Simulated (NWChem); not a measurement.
# Extrapolating the UMP2 correlation energy of H₂P

SMILES: [PH2]
```xyz
3

P      0.0000     0.0000     0.1196
H      1.0289     0.0000    -0.8970
H     -1.0289     0.0000    -0.8970
```
Charge 0, spin multiplicity 2.

Everything below was run with NWChem. Structure: optimised with UPBE/def2-SVP, a minimum by its harmonic frequencies.

The correlated methods keep 5 core orbitals frozen. The structure started from a generated list of species. The unpaired electrons of the parent sit in orbitals of symmetry b2 (C2v labels of the run); other states weren't searched. No SCF solution was tested for a lower state. Open-shell Hartree-Fock references start from PBE0 orbitals; any time given for them includes that run.

Worked example. The UMP2 correlation energy is -137.54 mHa in cc-pVTZ and -147.44 mHa in cc-pVQZ. The form E(X) = E∞ + A/X³ turns the pair into an estimate of the basis-set limit.

E∞ = (4³·(-147.44) − 3³·(-137.54))/(4³ − 3³) = -154.7 mHa. The larger basis holds 95 % of that, at about 4 times the processor time of the smaller one. This is a two-point estimate.
